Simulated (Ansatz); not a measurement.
ClH₅Si₂, SMILES [SiH3][SiH2]Cl, a composite energy at a relaxed geometry

Program: Ansatz's Python interface.

Notebook, run cell by cell (the value of a cell's last expression is shown):

In [1]:
```python
import itertools

import ansatz as az
from ase.data import atomic_numbers, covalent_radii
import numpy as np
```

In [2]:
```python
BASIS_SET = "def2-SVP"
XC = "b3lyp"
```

In [3]:
```python
GEOMETRY = """
Si   -0.66170    0.81950   -0.36440
Si    0.55720   -0.91810    0.32560
Cl    2.39810   -0.31120    0.90100
H    -1.98930    0.41900   -0.80280
H    -0.08170    1.54560   -1.55600
H    -0.89230    1.87980    0.71100
H    -0.03050   -1.59720    1.49910
H     0.79230   -1.89450   -0.76930
"""
```

In [4]:
```python
system = az.Crystal.molecule()
for line in GEOMETRY.strip().splitlines():
    symbol, *xyz = line.split()
    system = system.atom(symbol, [float(v) for v in xyz])

model = (
    system.calculation()
    .basis(gaussian=BASIS_SET)
    .functional(XC)
)
symbols = [site.symbol for site in system.cartesian_sites]
start = np.array([site.position_ang for site in system.cartesian_sites], dtype=float)
rep = model.relax(force_tolerance=0.01, max_steps=100).run(threads=1).report
end = np.array(rep["positions_ang"])
# pairs closer than 1.2 times the sum of covalent radii, before or after
radius = [covalent_radii[atomic_numbers[s]] for s in symbols]
span = lambda where, i, j: np.linalg.norm(where[i] - where[j])
bonded = [(i, j) for i, j in itertools.combinations(range(len(symbols)), 2) if min(span(start, i, j), span(end, i, j)) < 1.2 * (radius[i] + radius[j])]
print("pair        before    after (A)")
for i, j in bonded:
    print(f"{symbols[i]}{i}-{symbols[j]}{j}".ljust(10), f"{span(start, i, j):8.4f} {span(end, i, j):8.4f}")
```
```text
pair        before    after (A)
Si0-Si1      2.2318   2.3535
Si0-H3       1.4543   1.4940
Si0-H4       1.5111   1.4913
Si0-H5       1.5277   1.4913
Si1-Cl2      2.0220   2.0927
Si1-H6       1.4777   1.4905
Si1-H7       1.4857   1.4905
```

In [5]:
```python
minimum = az.Crystal.molecule()
for symbol, place in zip(symbols, end):
    minimum = minimum.atom(symbol, place.tolist())
at_minimum = minimum.calculation()
# MP2 extrapolated to the basis limit, plus the small-basis difference CCSD(T) - MP2
level = lambda method, basis: at_minimum.basis(gaussian=basis).correlation(method).run(threads=1).report
small, large, cluster = level("mp2", "cc-pVDZ"), level("mp2", "cc-pVTZ"), level("ccsd_t", "cc-pVDZ")
corr = lambda each: (each["free_energy_ev"] - each["reference_energy_ev"]) / 27.211386246
mp2_limit = (27 * corr(large) - 8 * corr(small)) / 19
pieces = {"HF / cc-pVTZ": large["reference_energy_ev"] / 27.211386246, "MP2 correlation, DZ-TZ limit": mp2_limit, "CCSD(T) - MP2 / cc-pVDZ": corr(cluster) - corr(small)}
for name, value in pieces.items():
    print(f"{name:32s} {value:14.6f} Ha")
print(f"{'sum':32s} {sum(pieces.values()):14.6f} Ha")
print("T1 diagnostic", round(cluster["correlation"]["coupled_cluster"]["t1_diagnostic"], 4))
```
```text
HF / cc-pVTZ                       -1040.366864 Ha
MP2 correlation, DZ-TZ limit          -0.484086 Ha
CCSD(T) - MP2 / cc-pVDZ               -0.064825 Ha
sum                                -1040.915775 Ha
T1 diagnostic 0.0109
```

Caveats:
- Total energies depend on the basis set; only differences at equal settings carry meaning.
- The sum leaves out core correlation, relativity, the Hartree-Fock basis error and zero-point energy; a DZ-TZ extrapolation is rough.
- b3lyp holds the VWN-RPA fit, as in Gaussian; the form of ORCA and Turbomole is b3lyp5.
- Inner cores stay frozen, so this is valence correlation.
- For Al to Cl the sets with a tight d function, cc-pV(X+d)Z, are usual.
- An extrapolation from small basis sets is rough.
- Wall time of the script: 28 s on 1 thread of Arm Neoverse V1 (shared host), peak memory 0.38 GiB.
